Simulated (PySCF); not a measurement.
A geometry optimisation on `[C-]#[S+]`.

Computed with CAM-B3LYP/def2-TZVP geometry optimisation, gas phase (PySCF 2.14.0). Start geometry: GFN2-xTB. The input is one job of a driver script: a line of settings, then coordinates in Å.

Input:
```
{"job": {"xc": "CAM-B3LYP", "basis": "def2-TZVP", "grid": 1, "kind": "geom"}, "charge": 0, "multiplicity": 1}
C      0.761975    -0.003367    -0.002271
S     -0.759218     0.004635    -0.011877
```

Output:
```
step   0  E = -436.22531732  max force = 0.001728
step   1  E = -436.22531713  max force = 0.000136
optimisation converged
```

Energies in Eh; «max force» is the largest Cartesian gradient component in Eh/bohr.

Main results: final energy -436.22532 Eh after 1 step; dipole 2.00 D.

Question: How long does this job take on one thread, AMD EPYC 9R45 (x86_64), on a shared host? And the peak memory of the process?

Answer: About 1.0 s, with 0.30 GiB resident at the peak, the Python interpreter and its libraries included.
Labels such as C1 count atoms from 1, the log's own numbers from 0.
